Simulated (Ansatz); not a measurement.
Born–Oppenheimer molecular dynamics of CH$_{3}$AlO (6 atoms, charge 0, multiplicity 1). It goes on from the last frame of an earlier run, with new velocities.

Theory: RKS r2SCAN-D4/def2-SVP in Ansatz 0.2.0.

| Item | Value |
| --- | --- |
| ensemble | NVE (Milne-controlled integrator) |
| time step | 0.5 fs |
| steps asked | 100 |
| starting velocities drawn for | 1000 K |
| masses | H 3.016 u |
| seed | 272978 |

First frame:

```xyz
6
Properties=species:S:1:pos:R:3
C 0.003 -0.316 -0.752
O 0.280 -0.984 0.560
Al -0.063 0.690 0.825
H -0.907 -0.801 -1.306
H 0.851 -0.392 -1.467
H -0.228 1.864 1.862
```

Problem. What does the run give?

Solution. The run went to its last step.

```
steps done                                               : 100
time covered                                             : 50 fs
mean temperature over the second half                    : 365 K
spread of the potential energy over the second half      : 10.8 meV per atom
mean potential energy of the second half above the start : 54.7 meV per atom
```

The conserved energy stayed within 0.025 meV per atom of its start (net change -0.0087 meV per atom), so the integration is sound. A run of 0.05 ps of so small a system gives no equilibrium averages.

Problem. What happens to the structure?

Solution. The same pairs are bonded in the first frame and the last. Pairs count as bonded within 1.25 times the sum of covalent radii (0.12 Å more for H–H). Another seed would give other details.

Problem. How do temperature and energy run in time?

Solution. 
```csv
time (fs),T (K),potential energy less start (eV),conserved less start (meV/atom)
0,1000,0.000,0.00
2.5,1146,-0.075,-0.01
5,900,0.052,-0.01
7.5,832,0.087,-0.01
10,941,0.030,-0.01
12.5,748,0.130,-0.01
15,567,0.224,-0.01
17.5,652,0.180,-0.01
20,825,0.090,-0.01
22.5,681,0.165,-0.01
25,527,0.244,-0.01
27.5,602,0.206,-0.01
30,407,0.307,-0.01
32.5,169,0.429,-0.01
35,193,0.417,-0.01
37.5,366,0.328,-0.01
40,325,0.349,-0.01
42.5,281,0.372,-0.01
45,433,0.293,-0.01
47.5,423,0.298,-0.01
50,329,0.347,-0.01
```

Time of the run: 4.6 min on 1 thread of Arm Neoverse V1, with other jobs on the host, peak memory 0.11 GiB.
